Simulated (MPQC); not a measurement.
**C2H2F4 (norflurane): PBE50/6-31G**

What is the energy change on altering one bond length of C2H2F4 (norflurane) at PBE50/6-31G? 

The results are computed with MPQC 2.3.1.

1 further run of the same task is left out (set aside as unsound or not needed).

**1. The system as given**

C2H2F4: 8 atoms, total charge 0, spin state singlet. As SMILES, `FCC(F)(F)F`. The coordinates come from a PBE0-D4/def2-TZVP relaxation.

Bond lengths: F1–C2 1.364 Å, C2–C3 1.514 Å, C3–F4 1.332 Å, C3–F5 1.339 Å, C3–F6 1.332 Å, C2–H7 1.092 Å, C2–H8 1.092 Å. Some angles: F1–C2–C3 109.8°, C2–C3–F4 111.9°, C2–C3–F5 108.9°, C2–C3–F6 111.9°, F4–C3–F5 108.1°, F4–C3–F6 107.9°, F5–C3–F6 108.1°, F1–C2–H7 109.7°, F1–C2–H8 109.7°, C3–C2–H7 108.6°.

**2. A single-point energy at PBE50/6-31G**

File mol.in:

```
molecule<Molecule>: (
  symmetry = auto
  unit = angstrom
  { atoms geometry } = {
    F  [ -0.224600      -1.506500       0.915200 ]
    C  [ -0.211200      -0.737800      -0.211700 ]
    C  [ 0.211200       0.674300       0.135500 ]
    F  [ 1.434400       0.711300       0.662400 ]
    F  [ 0.217100       1.411800      -0.982100 ]
    F  [ -0.624600       1.243600       1.002900 ]
    H  [ 0.502000      -1.148600      -0.930100 ]
    H  [ -1.212300      -0.705100      -0.647900 ]
  }
)
basis<GaussianBasisSet>: (
  name = "6-31G"
  molecule = $:molecule
  puream = no
)
mpqc: (
  checkpoint = no
  savestate = no
  restart = no
  do_energy = yes
  do_gradient = no
  optimize = no
  mole<CLKS>: (
    molecule = $:molecule
    basis = $:basis
    total_charge = 0
    memory = 1000000000
    print_evals = yes
    print_npa = yes
    maxiter = 100
    functional<SumDenFunctional>: (
      a0 = 0.5
      coefs = [ 0.5 1 ]
      funcs: [ <PBEXFunctional>: () <PBECFunctional>: () ]
    )
    integrator<RadialAngularIntegrator>: ( grid = fine )
    guess_wavefunction<CLHF>: (
      molecule = $:molecule
      total_charge = 0
      memory = 1000000000
      value_accuracy = 1e-3
      basis<GaussianBasisSet>: (
        name = "STO-3G"
        molecule = $:molecule
      )
    )
  )
)
```

The run is started by

```console
$ mpqc -o mol.out mol.in
```

Output:

```text
MPQC: Massively Parallel Quantum Chemistry
[...]
  Integrated electron density error = -0.002526952788
  iter     1 energy = -475.5521119723 delta = 1.76708e-01
  Integrated electron density error = -0.001036225148
  iter     2 energy = -475.9867352111 delta = 4.90682e-02
[...]
  Integrated electron density error = 0.000017566676
  iter     7 energy = -476.1999979160 delta = 1.06762e-04
  Integrated electron density error = 0.000017563741
  iter     8 energy = -476.1999983806 delta = 3.98495e-05
  Integrated electron density error = 0.000017564465
  iter     9 energy = -476.1999983911 delta = 6.19082e-06
  Integrated electron density error = 0.000017564114
  iter    10 energy = -476.1999983973 delta = 3.43280e-06
[...]
  LUMO is    26   A =   0.106964
  total scf energy = -476.1999983973
Value of the MolecularEnergy: -476.1999983973
[...]
        symmetry = c1
[...]
```

Run time: 8.4 s. Hardware: 1 thread of AMD EPYC 7R13 (Zen 3), shared host.

**3. The distorted shape at the same level**

File job.in:

```
molecule<Molecule>: (
    symmetry = auto
    unit = angstrom
    { atoms geometry } = {
        F  [ -0.435801    -2.212553     0.741599 ]
        C  [ -0.422401    -1.443853    -0.385301 ]
        C  [ 0.211200     0.674300     0.135500 ]
        F  [ 1.434400     0.711300     0.662400 ]
        F  [ 0.217100     1.411800    -0.982100 ]
        F  [ -0.624600     1.243600     1.002900 ]
        H  [ 0.290799    -1.854653    -1.103701 ]
        H  [ -1.423501    -1.411153    -0.821501 ]
    }
)
basis<GaussianBasisSet>: (
    name = "6-31G"
    molecule = $:molecule
    puream = no
)
mpqc: (
    checkpoint = no
    savestate = no
    restart = no
    do_energy = yes
    do_gradient = no
    optimize = no
    mole<CLKS>: (
        molecule = $:molecule
        basis = $:basis
        total_charge = 0
        memory = 1000000000
        print_evals = yes
        print_npa = yes
        maxiter = 100
        functional<SumDenFunctional>: (
            a0 = 0.5
            coefs = [ 0.5 1 ]
            funcs: [ <PBEXFunctional>: () <PBECFunctional>: () ]
        )
        integrator<RadialAngularIntegrator>: ( grid = fine )
        guess_wavefunction<CLHF>: (
            molecule = $:molecule
            total_charge = 0
            memory = 1000000000
            value_accuracy = 1e-3
            basis<GaussianBasisSet>: (
                name = "STO-3G"
                molecule = $:molecule
            )
        )
    )
)
```

The run is started by

```console
$ mpqc job.in > job.out
```

Output:

```text
MPQC: Massively Parallel Quantum Chemistry
[...]
  Integrated electron density error = -0.002825827339
  iter     1 energy = -475.4559304760 delta = 1.75440e-01
  Integrated electron density error = -0.000558768600
  iter     2 energy = -475.8810491107 delta = 4.26957e-02
[...]
  Integrated electron density error = -0.000004890376
  iter     7 energy = -476.0847442229 delta = 1.18290e-04
  Integrated electron density error = -0.000004891754
  iter     8 energy = -476.0847445739 delta = 3.40445e-05
  Integrated electron density error = -0.000004893094
  iter     9 energy = -476.0847445894 delta = 1.04161e-05
  Integrated electron density error = -0.000004892735
  iter    10 energy = -476.0847446122 delta = 6.53381e-06
[...]
  LUMO is    26   A =  -0.032883
  total scf energy = -476.0847446122
Value of the MolecularEnergy: -476.0847446122
[...]
        symmetry = c1
[...]
```

It took 6.9 s on 1 thread of AMD EPYC 7R13 (Zen 3), shared host.

**4. Results**

Level: PBE50/6-31G.

| quantity | value |
| --- | --- |
| first shape: total energy | -476.20000 Eh |
| first shape: HOMO energy | -12.47 eV |
| first shape: LUMO energy | 2.91 eV |
| first shape: HOMO–LUMO gap | 15.38 eV |
| distorted shape: total energy | -476.08474 Eh |
| distorted shape: HOMO energy | -9.90 eV |
| distorted shape: LUMO energy | -0.89 eV |
| distorted shape: HOMO–LUMO gap | 9.01 eV |
| energy change with the C2–C3 bond stretched from 1.514 to 2.271 Å | 3.136 eV |

In words: With the C2–C3 bond stretched from 1.514 to 2.271 Å the energy rises by 3.14 eV (303 kJ/mol). The first shape isn't relaxed at this level, so the change isn't measured from a minimum.
